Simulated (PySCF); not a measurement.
# PBE/STO-3G run of SiH2Cl2 (SiCl2H2)

Aim: the vertical ionisation energy of SiH2Cl2 (SiCl2H2) at PBE/STO-3G, from 2 runs. 

Program for the calculation: PySCF 2.14.0.

5 further runs of the same task are left out: 5 set aside as unsound or not needed.

## 1. Starting point

The species is SiH2Cl2 (5 atoms), meant as a singlet with charge 0. SMILES: `[H][Si]([H])(Cl)Cl`. The coordinates come from a GFN2-xTB relaxation.

Bond lengths: Si1–Cl2 2.009 Å, Si1–Cl3 2.010 Å, Si1–H4 1.455 Å, Si1–H5 1.455 Å. Angles: Cl2–Si1–Cl3 109.6°, Cl2–Si1–H4 108.7°, Cl2–Si1–H5 108.7°, Cl3–Si1–H4 108.7°, Cl3–Si1–H5 108.7°, H4–Si1–H5 112.4°.

## 2. A single-point energy at PBE/STO-3G

calc.py reads:

```python
from pyscf import gto, dft

mol = gto.M(
    atom='''
Si    -0.114410     0.000100    -0.080100
Cl    -0.106910    -0.020950     1.929170
Cl     1.776060     0.014740    -0.761640
H     -0.781060     1.211900    -0.531030
H     -0.773670    -1.205780    -0.556400
''',
    verbose=3,
    max_memory=1860,
    spin=0,
    charge=0,
    basis='sto-3g',
)

mf = dft.RKS(mol, xc='pbe')
mf.grids.level = 5
mf.conv_tol = 1e-10
mf.kernel()
if not mf.converged:
    mf = mf.newton().run(mf.mo_coeff, mf.mo_occ)

e_tot = mf.e_tot
print('E = %.10f Eh' % e_tot)
```

Command:

```sh
OMP_NUM_THREADS=1 python calc.py
```

Standard output:

```text
converged SCF energy = -1197.22174903243
E = -1197.2217490324 Eh
```

It took 3.9 s on 1 thread of Arm Neoverse V1, shared host; peak memory 0.24 GiB.

## 3. The doublet cation, same level

input.py reads:

```python
from pyscf import gto, dft

molecule = gto.Mole()
molecule.atom = '''
Si      -0.114410       0.000100      -0.080100
Cl      -0.106910      -0.020950       1.929170
Cl       1.776060       0.014740      -0.761640
H       -0.781060       1.211900      -0.531030
H       -0.773670      -1.205780      -0.556400
'''
molecule.verbose = 3
molecule.max_memory = 1860
molecule.basis = 'sto-3g'
molecule.spin = 1
molecule.charge = 1
molecule.build()

ks = dft.UKS(molecule)
ks.xc = 'pbe'
ks.grids.level = 5
ks.conv_tol = 1e-10
ks.kernel()
if not ks.converged:
    ks = ks.newton().run(ks.mo_coeff, ks.mo_occ)

etot = ks.e_tot
print('E = %.10f Eh' % etot)
```

Command:

```sh
OMP_NUM_THREADS=1 python input.py
```

Standard output:

```text
WARN: HOMO -0.344887005440972 >= LUMO -0.344887005440973

converged SCF energy = -1196.87328492029  <S^2> = 0.75125124  2S+1 = 2.0012508
E = -1196.8732849203 Eh
```

Run time: 8.1 s. Hardware: 1 thread of Arm Neoverse V1, shared host; peak memory 0.25 GiB.

## 4. Results

At PBE/STO-3G:

| quantity | value |
| --- | --- |
| singlet SiH2Cl2: total energy | -1197.22175 Eh |
| singlet SiH2Cl2: dipole moment | 2.45 D |
| singlet SiH2Cl2: HOMO energy | -5.69 eV |
| singlet SiH2Cl2: LUMO energy | 2.52 eV |
| singlet SiH2Cl2: HOMO–LUMO gap | 8.22 eV |
| doublet cation: total energy | -1196.87328 Eh |
| doublet cation: HOMO energy (highest over α and β) | -13.49 eV |
| doublet cation: LUMO energy (lowest over α and β) | -13.22 eV |
| doublet cation: ⟨S²⟩ | 0.751 |
| vertical ionisation energy (to the doublet cation) | 9.482 eV |

In words: The vertical ionisation energy comes to 9.48 eV (915 kJ/mol). The negative HOMO energy of the first species, 5.69 eV, lies 3.79 eV below that difference. In a minimal basis such a difference can be off by several eV, whatever the method. Mulliken charges (singlet SiH2Cl2) run from -0.29 on Cl2 to +0.72 on Si1.
